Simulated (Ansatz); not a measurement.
# CH2O3: the cost of one run

Computed with Ansatz 0.2.0 (the levels named in each step, unless a step's input says otherwise).

**1. The structure to begin with**

Bond lengths: O1–C2 1.236 Å, C2–O3 1.307 Å, C2–O4 1.265 Å, O3–H5 0.986 Å, O4–H6 0.983 Å. Angles: O1–C2–O3 113.3°, O1–C2–O4 129.7°, O3–C2–O4 117.0°, C2–O3–H5 121.4°, C2–O4–H6 119.9°.

As a file:

```xyz
6

O     0.0770    1.2541    0.1648
C    -0.0570    0.0360    0.0029
O     1.0797   -0.6063   -0.0504
O    -1.1109   -0.6529   -0.1141
H     1.9408   -0.1335    0.0350
H    -1.9897   -0.2141   -0.0747
```

**2. A rough first relaxation, PBE-D4/def2-SVP**

This run stands in another session on the same molecule. It ended at:

```xyz
6

O    -0.0214    1.2758    0.1661
C    -0.0108    0.0171    0.0032
O     1.0923   -0.6534   -0.0559
O    -1.1012   -0.6664   -0.1124
H     1.9311   -0.1332    0.0327
H    -1.9500   -0.1566   -0.0701
```

**3. Relaxation, HF/STO-3G**

input.yaml reads:

```yaml
crystal:
  periodic: [false, false, false]
  atoms:
    - { symbol: O, position_ang: [-0.0213609, 1.27580502, 0.16605766] }
    - { symbol: C, position_ang: [-0.01080194, 0.01712426, 0.00316873] }
    - { symbol: O, position_ang: [1.09225809, -0.65343842, -0.05585068] }
    - { symbol: O, position_ang: [-1.10122848, -0.66636213, -0.11241765] }
    - { symbol: H, position_ang: [1.93106702, -0.13323998, 0.03268184] }
    - { symbol: H, position_ang: [-1.94996378, -0.15655875, -0.0700999] }
magnetization:
  spin_polarized: true
  initial_magnetization: 1
total_charge: 1
basis:
  gaussian: { orbitals: STO-3G }
hamiltonian:
  xc: hf
relax:
  f_tol: 0.002
  max_steps: 150
```

Command:

```sh
$ ansatz run input.yaml --threads 2 --pin off --max-ram 5120MiB --backend cpu --events-out ev --progress --plain --runs-dir out
```

Q: Estimate wall time and peak memory on 2 threads of Arm Neoverse V1, shared host.

About 1.9 s, with a peak of 0.087 GiB.
